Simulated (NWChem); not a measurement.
# carbonyl sulfide (COS); SMILES O=C=S

Results from NWChem. The geometry was optimised at PBE0/def2-SVP. Level: PBE0/def2-SVP with SMD (1 M gas to 1 M solution), gas-phase geometry.

For solvent dimethyl sulfoxide:

```yaml
solvation free energy (kcal/mol): -0.4
cavity-dispersion-structure term (kcal/mol): 0.1
```

Problem. Estimate the same quantities for solvent water.

Solution. The solvation free energy (kcal/mol) is 2.3 and the cavity-dispersion-structure term (kcal/mol) comes out as 3.5.
